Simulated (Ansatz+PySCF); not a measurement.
A calculation with Ansatz (development build ahead of 0.2.0).

```yaml
crystal:
  periodic: [false, false, false]
  atoms:
    - { symbol: "N", position_ang: [0.01716, -0.04139, -0.10867] }
    - { symbol: H, position_ang: [0.01863, -0.00725, 0.96176] }
basis:
  gaussian: { orbitals: def2-SVP }
magnetization:
  initial_magnetization: 2
hamiltonian:
  xc: pbe0
scf:
  omitted_lower_state_checks: [starts, atomic_configurations, cluster_reference, orbital_swaps, given_window_search, neighbouring_geometries, increment]
output:
  forces: true
```

The input is written out in the form of the current development build from the run's settings.

The run gave:

```yaml
Converged: yes
Total_energy: -55.10794 hartree
Spin_squared_of_the_determinant: 2.000
Stability_test: minimum among restricted orbitals
```

Forces (eV/Å):
| atom | Fx | Fy | Fz |
| --- | --- | --- | --- |
| N1 | 0.001 | 0.028 | 0.872 |
| H2 | -0.001 | -0.028 | -0.872 |
